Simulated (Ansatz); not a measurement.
**O₃ (singlet): from Hartree-Fock to the top rungs, cc-pVQZ**

The runs use Ansatz 0.2.0, Gaussian basis; cc-pVQZ, correlated electrons: outside noble gas.

To be run: UHF; CCSD(T) on RHF; CCSD(T) on UHF; BCCD(T) on RHF; CASSCF and NEVPT2, 18 electrons in 12 orbitals.

## (1) The system

The geometry is an MP2(full)/6-31G* stationary point (not a proven minimum).

3 atoms, charge 0, spin multiplicity 1.

Atoms are counted from 1 here; the program's logs count them from 0.

Bond lengths: O1–O2 1.299 Å, O2–O3 1.299 Å. Angles: O1–O2–O3 116.3°.

Geometry (Å):

```xyz
3

O     0.0000    1.1038   -0.2285
O     0.0000    0.0000    0.4571
O     0.0000   -1.1038   -0.2285
```

In the tables R marks a restricted determinant and U an unrestricted one; 'valence' is the active space of 18 electrons in 12 orbitals; correlation energies count from the lowest restricted Hartree-Fock solution.

## (2) UHF

in.yaml reads:

```yaml
crystal:
  periodic: [false, false, false]
  atoms:
    - {symbol: O, position_ang: [0.000000, 1.103810, -0.228542]}
    - {symbol: O, position_ang: [0.000000, 0.000000, 0.457084]}
    - {symbol: O, position_ang: [0.000000, -1.103810, -0.228542]}
basis:
  gaussian: {orbitals: cc-pVQZ}
magnetization: {spin_polarized: true, initial_magnetization: 0}
hamiltonian: {xc: hf}
output: {orbitals: {seedname: orbitals}}
```

Run with:

```bash
$ ansatz run in.yaml --threads 1 --pin off --events-out ev --progress --plain --max-ram 3956MiB --backend cpu
```

What time and memory should one allow on 1 thread of AMD EPYC 7R13, shared host?

About 9.5 s, with a peak of 0.33 GiB.
